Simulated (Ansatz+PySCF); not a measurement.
The numbers below are computed, except where a source is named.
Input for PySCF 2.14.0:

```python
from pyscf import gto, scf

mol = gto.M(atom="""
C 0.000000 0.000000 -0.583000
C 0.000000 0.000000 0.583000
""", basis='def2-svp', charge=-1, spin=1)
mf = scf.UHF(mol)
mf.kernel()
print(mf.converged, mf.e_tot, mf.spin_square()[0])
```

The script is written out from the run's settings.

Results

* Converged: yes
* Total energy: -75.45281 hartree
* Spin squared of the determinant: 0.764
* Cycles: 9

This is not the lowest solution: another run reaches a determinant 0.25 eV lower. Caution: no diffuse functions for an anion.
